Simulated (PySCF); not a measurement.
# Si3H6 (cyclo-(SiH2)3): a chain of runs

Aim: a geometry optimisation (HSE06-D4/def2-SVP), then the energy (NEVPT2(10,10)/STO-3G) of Si3H6 (cyclo-(SiH2)3). 

The calculation is run with PySCF 2.14.0.

1 further run of the same task is left out (for a faulty analytic Hessian).

## 1. The system as given

Si3H6 has 9 atoms, charge 0, and is taken as a singlet. All atoms were displaced at random from a relaxed shape. The run starts from this shape.

Bond lengths: Si1–Si4 2.308 Å, Si1–Si7 2.269 Å, Si4–Si7 2.327 Å, Si1–H2 1.581 Å, Si1–H3 1.487 Å, Si4–H5 1.592 Å, Si4–H6 1.545 Å, Si7–H8 1.449 Å, Si7–H9 1.501 Å. Some angles: Si1–Si4–Si7 58.6°, Si4–Si1–Si7 61.1°, Si1–Si7–Si4 60.3°, Si1–Si4–H5 117.5°, Si1–Si4–H6 120.6°, H5–Si4–Si7 123.6°, H6–Si4–Si7 124.0°, H2–Si1–Si4 120.0°, H2–Si1–Si7 120.5°, H3–Si1–Si4 130.1°.

## 2. A geometry optimisation at HSE06-D4/def2-SVP (density fitting with cc-pvtz-jkfit) (run 1)

The input, input.xyz:

```xyz
9
H6Si3
Si    -1.077234     0.128606     0.673464
H     -2.183988    -0.987698     0.843407
H     -1.553505     1.192825     1.597030
Si     0.100155     0.292421    -1.304502
H      0.299695     1.745642    -1.922500
H     -0.229546    -0.634649    -2.495849
Si     1.123166    -0.423988     0.658744
H      2.093754     0.443913     1.295603
H      1.645786    -1.831477     0.653667
```

The input, run.py:

```python
from pyscf import gto, dft
from pyscf.geomopt.geometric_solver import kernel as optimise

mol = gto.M(
    atom='input.xyz',
    verbose=3,
    max_memory=1860,
    basis='def2-svp',
    charge=0,
)

ks = dft.RKS(mol)
ks.xc = 'hse06'
ks = ks.density_fit(auxbasis='cc-pvtz-jkfit')
ks.disp = 'd4'
converged, mol_eq = optimise(ks, maxsteps=100, convergence_set='GAU_TIGHT')
print('converged:', converged)
print(mol_eq.tostring())

ks.reset(mol_eq)
mol = mol_eq
ks.kernel()
e_tot = ks.e_tot
print('E = %.10f Eh' % e_tot)
```

On the command line:

```sh
$ OMP_NUM_THREADS=1 python run.py
```

The log of the run:

```text
convergence_set           GAU_TIGHT
maxiter                   100
----------------------------------------------------------
Custom engine selected.
Bonds will be generated from interatomic distances less than 1.20 times sum of covalent radii
27 internal coordinates being used (instead of 27 Cartesians)
Internal coordinate system (atoms numbered from 1):
Distance 1-2
Distance 1-3
Distance 1-4
Distance 1-7
Distance 4-5
Distance 4-6
Distance 4-7
Distance 7-8
Distance 7-9
Angle 2-1-4
Angle 2-1-7
Angle 3-1-4
Angle 3-1-7
Angle 4-1-7
Angle 1-4-5
Angle 1-4-6
Angle 1-4-7
Angle 5-4-7
Angle 6-4-7
Angle 1-7-4
Angle 1-7-9
Angle 4-7-8
Angle 4-7-9
Angle 8-7-9
Out-of-Plane 1-2-3-4
Out-of-Plane 4-5-6-7
Out-of-Plane 7-1-8-9
Dihedral 2-1-4-5
Dihedral 2-1-4-6
Dihedral 2-1-4-7
Dihedral 3-1-4-5
Dihedral 3-1-4-6
Dihedral 3-1-4-7
Dihedral 7-1-4-5
Dihedral 7-1-4-6
Dihedral 2-1-7-4
Dihedral 2-1-7-8
Dihedral 2-1-7-9
Dihedral 3-1-7-4
Dihedral 3-1-7-8
Dihedral 3-1-7-9
Dihedral 4-1-7-8
Dihedral 4-1-7-9
Dihedral 1-4-7-8
Dihedral 1-4-7-9
Dihedral 5-4-7-1
Dihedral 5-4-7-8
Dihedral 5-4-7-9
Dihedral 6-4-7-1
Dihedral 6-4-7-8
Dihedral 6-4-7-9
Translation-X 1-9
Translation-Y 1-9
Translation-Z 1-9
Rotation-A 1-9
Rotation-B 1-9
Rotation-C 1-9
> ===== Optimization Info: ====
> Job type: Energy minimization
> Maximum number of optimization cycles: 100
> Initial / maximum trust radius (Angstrom): 0.100 / 0.300
> Convergence Criteria:
> Will converge when all 5 criteria are reached:
>  |Delta-E| < 1.00e-06
>  RMS-Grad  < 1.00e-05
>  Max-Grad  < 1.50e-05
>  RMS-Disp  < 4.00e-05
>  Max-Disp  < 6.00e-05
> === End Optimization Info ===

Geometry optimization cycle 1
Cartesian coordinates (Angstrom)
 Atom        New coordinates             dX        dY        dZ
  Si  -1.077234   0.128606   0.673464    0.000000  0.000000  0.000000
   H  -2.183988  -0.987698   0.843407    0.000000  0.000000 -0.000000
   H  -1.553505   1.192825   1.597030    0.000000  0.000000  0.000000
[... 5 lines of this table left out ...]
   H   1.645786  -1.831477   0.653667   -0.000000  0.000000  0.000000

WARN: Mole.unit (angstrom) is changed to Bohr

converged SCF energy = -871.431854526873
--------------- DFRKS_Scanner gradients ---------------
         x                y                z
0 Si     0.0415490690     0.0217091485    -0.0124907638
1 H    -0.0200627939    -0.0128488752     0.0053909441
2 H    -0.0035207390    -0.0077393324     0.0031052769
[... 5 lines of this table left out ...]
8 H     0.0040870202    -0.0013426730    -0.0009504545
----------------------------------------------
cycle 1: E = -871.431854527  dE = -871.432  norm(grad) = 0.0819675
Step    0 : Gradient = 2.732e-02/4.851e-02 (rms/max) Energy = -871.4318545269
Hessian Eigenvalues: 2.79541e-02 3.44053e-02 3.81798e-02 ... 1.67862e-01 1.74262e-01 1.92843e-01

Geometry optimization cycle 2
Cartesian coordinates (Angstrom)
 Atom        New coordinates             dX        dY        dZ
  Si  -1.124334   0.107836   0.674206   -0.047100 -0.020770  0.000742
   H  -2.096810  -1.016211   0.778282    0.087178 -0.028513 -0.065125
   H  -1.540259   1.257540   1.534555    0.013246  0.064715 -0.062475
[... 5 lines of this table left out ...]
   H   1.616508  -1.847394   0.644844   -0.029278 -0.015917 -0.008823
converged SCF energy = -871.44303702017
--------------- DFRKS_Scanner gradients ---------------
         x                y                z
0 Si     0.0065540405     0.0017087743    -0.0052340967
1 H    -0.0000064088     0.0014152732     0.0001309509
2 H    -0.0009458709    -0.0010848335     0.0029540640
[... 5 lines of this table left out ...]
8 H     0.0021169773     0.0004466521    -0.0006760676
----------------------------------------------
cycle 2: E = -871.44303702  dE = -0.0111825  norm(grad) = 0.0145078
Step    1 : Displace = 7.391e-02/1.152e-01 (rms/max) Trust = 1.000e-01 (=) Grad = 4.836e-03/9.014e-03 (rms/max) E (change) = -871.4430370202 (-1.118e-02) Quality = 1.117
Hessian Eigenvalues: 2.78323e-02 3.43263e-02 3.70894e-02 ... 1.67930e-01 1.75067e-01 1.98201e-01

Geometry optimization cycle 3
Cartesian coordinates (Angstrom)
 Atom        New coordinates             dX        dY        dZ
  Si  -1.134997   0.097126   0.682711   -0.010663 -0.010710  0.008505
   H  -2.084638  -1.046082   0.780225    0.012172 -0.029871  0.001943
   H  -1.532819   1.278115   1.502666    0.007440  0.020575 -0.031890
[... 5 lines of this table left out ...]
   H   1.602664  -1.857390   0.650075   -0.013844 -0.009996  0.005232
converged SCF energy = -871.443820526922
--------------- DFRKS_Scanner gradients ---------------
         x                y                z
0 Si    -0.0002824189     0.0012949231    -0.0015823612
1 H     0.0009199987     0.0002607295    -0.0002666128
2 H     0.0004351434    -0.0003067743     0.0011981275
[... 5 lines of this table left out ...]
8 H     0.0011704289     0.0003846500    -0.0004356299
----------------------------------------------
cycle 3: E = -871.443820527  dE = -0.000783507  norm(grad) = 0.00594629
Step    2 : Displace = 2.626e-02/3.924e-02 (rms/max) Trust = 1.414e-01 (+) Grad = 1.982e-03/4.046e-03 (rms/max) E (change) = -871.4438205269 (-7.835e-04) Quality = 1.282
Hessian Eigenvalues: 2.27635e-02 3.05320e-02 3.44883e-02 ... 1.67889e-01 1.74744e-01 1.95706e-01

[... 8 lines left out ...]
converged SCF energy = -871.444036026379
[... 20 lines left out ...]
converged SCF energy = -871.444119979961
[... 20 lines left out ...]
converged SCF energy = -871.444161384274
[... 20 lines left out ...]
converged SCF energy = -871.444178968657
[... 20 lines left out ...]
converged SCF energy = -871.444184270134
[... 20 lines left out ...]
converged SCF energy = -871.444186236241
[... 20 lines left out ...]
converged SCF energy = -871.44418853463
[... 20 lines left out ...]
converged SCF energy = -871.444191460285
[... 20 lines left out ...]
converged SCF energy = -871.444194150062
[... 20 lines left out ...]
converged SCF energy = -871.444195323625
[... 20 lines left out ...]
converged SCF energy = -871.444195585217
[... 20 lines left out ...]
converged SCF energy = -871.444195661035
[... 20 lines left out ...]
converged SCF energy = -871.4441956852
[... 20 lines left out ...]
converged SCF energy = -871.444195699215
[... 7 lines left out ...]
----------------------------------------------
cycle 17: E = -871.444195699  dE = -1.40149e-08  norm(grad) = 2.87032e-05
Step   16 : Displace = 2.742e-04/3.858e-04 (rms/max) Trust = 3.000e-01 (=) Grad = 9.568e-06/1.969e-05 (rms/max) E (change) = -871.4441956992 (-1.401e-08) Quality = 1.054
Hessian Eigenvalues: 2.29333e-03 7.89213e-03 1.26616e-02 ... 1.68121e-01 1.76155e-01 1.97426e-01

Geometry optimization cycle 18
Cartesian coordinates (Angstrom)
 Atom        New coordinates             dX        dY        dZ
  Si  -1.122501   0.073740   0.705504   -0.000114  0.000062 -0.000151
   H  -2.092233  -1.053196   0.821347   -0.000232  0.000188  0.000113
   H  -1.542277   1.296895   1.448099    0.000087  0.000257 -0.000358
[... 5 lines of this table left out ...]
   H   1.569395  -1.862754   0.642435    0.000086  0.000147 -0.000159
converged SCF energy = -871.444195704165
--------------- DFRKS_Scanner gradients ---------------
         x                y                z
0 Si    -0.0000016560     0.0000039567    -0.0000013672
1 H    -0.0000004270    -0.0000018230    -0.0000018358
2 H     0.0000017912    -0.0000012796     0.0000044949
[... 5 lines of this table left out ...]
8 H    -0.0000038111    -0.0000002364    -0.0000009088
----------------------------------------------
cycle 18: E = -871.444195704  dE = -4.94958e-09  norm(grad) = 2.15769e-05
Step   17 : Displace = 2.026e-04/3.115e-04 (rms/max) Trust = 3.000e-01 (=) Grad = 7.192e-06/1.432e-05 (rms/max) E (change) = -871.4441957042 (-4.950e-09) Quality = 0.830
Hessian Eigenvalues: 2.18679e-03 7.86785e-03 1.10775e-02 ... 1.68419e-01 1.76334e-01 1.97674e-01

Geometry optimization cycle 19
Cartesian coordinates (Angstrom)
 Atom        New coordinates             dX        dY        dZ
  Si  -1.122582   0.073834   0.705357   -0.000081  0.000094 -0.000147
   H  -2.092365  -1.053028   0.821393   -0.000131  0.000168  0.000046
   H  -1.542281   1.297121   1.447765   -0.000004  0.000226 -0.000334
[... 5 lines of this table left out ...]
   H   1.569434  -1.862606   0.642264    0.000039  0.000148 -0.000171
converged SCF energy = -871.444195708919
--------------- DFRKS_Scanner gradients ---------------
         x                y                z
0 Si    -0.0000075404     0.0000037046     0.0000043081
1 H     0.0000023406     0.0000009666    -0.0000001226
2 H     0.0000027753    -0.0000038018    -0.0000009724
[... 5 lines of this table left out ...]
8 H     0.0000019265    -0.0000034631     0.0000011119
----------------------------------------------
cycle 19: E = -871.444195709  dE = -4.75438e-09  norm(grad) = 1.61686e-05
Step   18 : Displace = 1.291e-04/2.133e-04 (rms/max) Trust = 3.000e-01 (=) Grad = 5.390e-06/9.441e-06 (rms/max) E (change) = -871.4441957089 (-4.754e-09) Quality = 1.536
Hessian Eigenvalues: 2.15736e-03 7.65093e-03 8.63518e-03 ... 1.70447e-01 1.89769e-01 2.01684e-01

Geometry optimization cycle 20
Cartesian coordinates (Angstrom)
 Atom        New coordinates             dX        dY        dZ
  Si  -1.122648   0.073976   0.705177   -0.000066  0.000142 -0.000181
   H  -2.092479  -1.052845   0.821343   -0.000114  0.000183 -0.000050
   H  -1.542332   1.297362   1.447460   -0.000051  0.000241 -0.000305
[... 5 lines of this table left out ...]
   H   1.569437  -1.862401   0.642043    0.000003  0.000205 -0.000222
converged SCF energy = -871.444195693767
--------------- DFRKS_Scanner gradients ---------------
         x                y                z
0 Si     0.0000001336    -0.0000006912     0.0000027329
1 H    -0.0000009378    -0.0000018224     0.0000025534
2 H    -0.0000008296     0.0000019261    -0.0000007514
[... 5 lines of this table left out ...]
8 H     0.0000029797     0.0000036795     0.0000025485
----------------------------------------------
cycle 20: E = -871.444195694  dE = 1.51518e-08  norm(grad) = 1.18791e-05
Step   19 : Displace = 8.355e-05/1.462e-04 (rms/max) Trust = 3.000e-01 (=) Grad = 3.960e-06/7.821e-06 (rms/max) E (change) = -871.4441956938 (+1.515e-08) Quality = -6.013
Not rejecting step - energy change meets convergence criteria
Hessian Eigenvalues: 2.23855e-03 5.51669e-03 7.96506e-03 ... 1.71653e-01 1.94175e-01 2.24842e-01

Geometry optimization cycle 21
Cartesian coordinates (Angstrom)
 Atom        New coordinates             dX        dY        dZ
  Si  -1.122712   0.074160   0.704976   -0.000064  0.000184 -0.000201
   H  -2.092576  -1.052628   0.821160   -0.000097  0.000218 -0.000183
   H  -1.542379   1.297568   1.447234   -0.000047  0.000206 -0.000226
[... 5 lines of this table left out ...]
   H   1.569427  -1.862190   0.641810   -0.000010  0.000211 -0.000233
converged SCF energy = -871.444195692781
--------------- DFRKS_Scanner gradients ---------------
         x                y                z
0 Si     0.0000004294    -0.0000026770     0.0000027589
1 H    -0.0000010513    -0.0000016309     0.0000034594
2 H    -0.0000014950     0.0000026495    -0.0000019786
[... 5 lines of this table left out ...]
8 H     0.0000047223     0.0000001083     0.0000031333
----------------------------------------------
cycle 21: E = -871.444195693  dE = 9.86574e-10  norm(grad) = 1.57237e-05
Step   20 : Displace = 4.366e-05/7.126e-05 (rms/max) Trust = 4.178e-05 (-) Grad = 5.241e-06/1.050e-05 (rms/max) E (change) = -871.4441956928 (+9.866e-10) Quality = -0.491
Hessian Eigenvalues: 1.48459e-03 2.29061e-03 7.90978e-03 ... 1.79930e-01 1.94632e-01 2.31835e-01

Geometry optimization cycle 22
Cartesian coordinates (Angstrom)
 Atom        New coordinates             dX        dY        dZ
  Si  -1.122715   0.074193   0.704948   -0.000003  0.000033 -0.000028
   H  -2.092568  -1.052601   0.821109    0.000008  0.000027 -0.000051
   H  -1.542388   1.297582   1.447227   -0.000009  0.000015 -0.000007
[... 5 lines of this table left out ...]
   H   1.569390  -1.862158   0.641766   -0.000037  0.000031 -0.000043
converged SCF energy = -871.444195701446
--------------- DFRKS_Scanner gradients ---------------
         x                y                z
0 Si     0.0000017096    -0.0000035358     0.0000017916
1 H     0.0000000102    -0.0000001289     0.0000029100
2 H    -0.0000011285     0.0000015042    -0.0000020857
[... 5 lines of this table left out ...]
8 H     0.0000036207     0.0000006926     0.0000026461
----------------------------------------------
cycle 22: E = -871.444195701  dE = -8.66567e-09  norm(grad) = 1.42496e-05
Step   21 : Displace = 2.137e-05/3.093e-05 (rms/max) Trust = 2.089e-05 (-) Grad = 4.750e-06/9.437e-06 (rms/max) E (change) = -871.4441957014 (-8.666e-09) Quality = 6.798
Hessian Eigenvalues: 1.48459e-03 2.29061e-03 7.90978e-03 ... 1.79930e-01 1.94632e-01 2.31835e-01
Converged! =D

converged: True
Si         -1.12271457        0.07419316        0.70494799
H          -2.09256767       -1.05260076        0.82110896
H          -1.54238833        1.29758234        1.44722707
[... 5 lines of this table left out ...]
H           1.56938993       -1.86215820        0.64176624
converged SCF energy = -871.444195701447
E = -871.4441957014 Eh
```

Wall time 11 min (1 thread of Intel Xeon at 2.50GHz (Skylake/Cascade Lake), shared host); peak memory 0.84 GiB.

The path in brief:

| step | energy from the first frame kept (eV) | largest force (eV/Å) |
| --- | --- | --- |
| 0 | 0.0000 | 2.4947 |
| 1 | -0.3043 | 0.4635 |
| 2 | -0.3256 | 0.2081 |
| 3 | -0.3315 | 0.1194 |
| 4 | -0.3338 | 0.0896 |
| 5 | -0.3349 | 0.0494 |
| 6 | -0.3354 | 0.0276 |
| 7 | -0.3355 | 0.0144 |
| 8 | -0.3356 | 0.0100 |
| 9 | -0.3356 | 0.0128 |
| 10 | -0.3357 | 0.0205 |
| 11 | -0.3358 | 0.0191 |
| 12 | -0.3358 | 0.0088 |
| 13 | -0.3358 | 0.0023 |
| 14 | -0.3358 | 0.0015 |
| 15 | -0.3358 | 0.0011 |
| 16 | -0.3358 | 0.0010 |
| 17 | -0.3358 | 0.0007 |
| 18 | -0.3358 | 0.0005 |
| 19 | -0.3358 | 0.0004 |
| 20 | -0.3358 | 0.0005 |
| 21 | -0.3358 | 0.0005 |

After the run. Bond lengths: Si1–Si4 2.338 Å, Si1–Si7 2.338 Å, Si4–Si7 2.338 Å, Si1–H2 1.491 Å, Si1–H3 1.491 Å, Si4–H5 1.491 Å, Si4–H6 1.491 Å, Si7–H8 1.491 Å, Si7–H9 1.491 Å. Some angles: Si1–Si4–Si7 60.0°, Si4–Si1–Si7 60.0°, Si1–Si7–Si4 60.0°, Si1–Si4–H5 118.4°, Si1–Si4–H6 118.4°, H5–Si4–Si7 118.4°, H6–Si4–Si7 118.4°, H2–Si1–Si4 118.4°, H2–Si1–Si7 118.4°, H3–Si1–Si4 118.4°.

## 3. The energy at NEVPT2(10,10)/STO-3G (sfX2C) (run 3)

The input, input.xyz:

```xyz
9
H6Si3
Si    -1.122715     0.074193     0.704948
H     -2.092568    -1.052601     0.821109
H     -1.542388     1.297582     1.447227
Si     0.036037     0.339758    -1.307967
H      0.318578     1.724044    -1.785142
H     -0.231327    -0.625893    -2.412416
Si     1.157325    -0.429799     0.593447
H      2.119692     0.487763     1.268510
H      1.569390    -1.862158     0.641766
```

The input, calc.py:

```python
from pyscf import gto, scf, mcscf, mrpt

system = gto.Mole()
system.atom = 'input.xyz'
system.cart = True
system.max_memory = 1860
system.basis = 'sto-3g'
system.verbose = 3
system.spin = 0
system.charge = 0
system.build()

mf = scf.RHF(system)
mf = mf.sfx2c1e()
mf.kernel()

cas = mcscf.CASSCF(mf, 10, 10)
cas.fix_spin_(ss=0.0)
cas.natorb = True
cas.kernel()
e_pt2 = mrpt.NEVPT(cas).kernel()
e_final = cas.e_tot + e_pt2
print(f'total energy: {e_final:.8f} hartree')
```

On the command line:

```sh
$ OMP_NUM_THREADS=1 python calc.py
```

The log of the run:

```text
converged SCF energy = -861.619370717694
CASSCF energy = -861.712769167137
CASCI E = -861.712769167137  E(CI) = -16.1000062501925  S^2 = 0.0000000
Sr    (-1)',   E = -0.00235510781172
Si    (+1)',   E = -0.00263278832413
Sijrs (0)  ,   E = -0.03248057909522
Sijr  (+1) ,   E = -0.00905452892718
Srsi  (-1) ,   E = -0.00417788547064
Srs   (-2) ,   E = -0.00202773464688
Sij   (+2) ,   E = -0.00413950141606
Sir   (0)' ,   E = -0.00857815936576
Nevpt2 Energy = -0.065446285057597
total energy: -861.77821545 hartree
```

Run time: 1.7 min. Hardware: 1 thread of Intel Xeon at 2.50GHz (Skylake/Cascade Lake), shared host; peak memory 0.17 GiB.

## 4. Summary of results

| quantity | value |
| --- | --- |
| run 1, HSE06-D4/def2-SVP: total energy at the end | -871.44420 Eh |
| run 1, HSE06-D4/def2-SVP: dipole moment | 0.00 D |
| run 1, HSE06-D4/def2-SVP: HOMO energy | -6.58 eV |
| run 1, HSE06-D4/def2-SVP: LUMO energy | -1.41 eV |
| run 1, HSE06-D4/def2-SVP: HOMO–LUMO gap | 5.17 eV |
| run 1, HSE06-D4/def2-SVP: dispersion energy | -16.82 kJ/mol |
| run 3, NEVPT2(10,10)/STO-3G: total energy | -861.77822 Eh |
| run 3, NEVPT2(10,10)/STO-3G: dipole moment (Hartree–Fock density) | 0.00 D |
| run 3, NEVPT2(10,10)/STO-3G: HOMO energy (Hartree–Fock orbitals) | -5.96 eV |
| run 3, NEVPT2(10,10)/STO-3G: LUMO energy (Hartree–Fock orbitals) | 9.82 eV |
| run 3, NEVPT2(10,10)/STO-3G: HOMO–LUMO gap (Hartree–Fock orbitals) | 15.78 eV |

What this shows: The optimisation (run 1, HSE06-D4/def2-SVP) took 21 steps and changed the energy by -0.336 eV. Mulliken charges (run 3, NEVPT2(10,10)/STO-3G) of the mean-field density run from -0.15 on H2 to +0.29 on Si1; they depend strongly on the basis.
